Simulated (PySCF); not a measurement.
**Functional dependence of a UV spectrum**

Compound: acetyl chloride, C₂H₃ClO.
InChI=1S/C2H3ClO/c1-2(3)4/h1H3

Linear-response calculations in the def2-SVPD basis (PySCF; singlets by full response, triplets Tamm–Dancoff, core orbitals frozen in the response; HF means time-dependent Hartree–Fock). 'Strongest' is the level of largest summed f among the singlets computed (10 roots, of which the last may lack a degenerate partner); it can jump between rows when another state enters that window. S1 is the lowest singlet of each run and needn't be the same state throughout; f(S1) is that of one state. Isolated species at its PBE0-D3(BJ)/def2-SVP geometry, gas phase.

```csv
functional,kind,S1 (eV),f(S1),strongest (eV),T1 (eV),HOMO (eV),gap (eV),"ionisation energy, ΔSCF (eV)"
BHandHLYP,"global hybrid, 50% exact exchange",5.37,0.000,9.06,4.85,-10.20,10.22,11.02
CAM-B3LYP,range-separated hybrid,5.21,0.000,8.59,4.69,-10.14,10.12,11.19
LC-wPBE,range-separated hybrid,5.21,0.000,8.87,4.64,-11.45,12.65,11.31
```

Task: What does wB97X-D (range-separated hybrid) give?

Result: S1 (eV) 5.24, f(S1) 0.000, strongest (eV) 8.56, T1 (eV) 4.75, HOMO (eV) -10.62, gap (eV) 11.26, ionisation energy, ΔSCF (eV) 11.16. S1 runs from 5.21 eV (LC-wPBE) to 5.37 eV (BHandHLYP), a spread of 0.17 eV, while the orbital gap spreads over 2.5 eV. −ε(HOMO) comes closest to its own ΔSCF ionisation energy with LC-wPBE (+0.14 eV) and misses most with CAM-B3LYP (-1.05 eV).
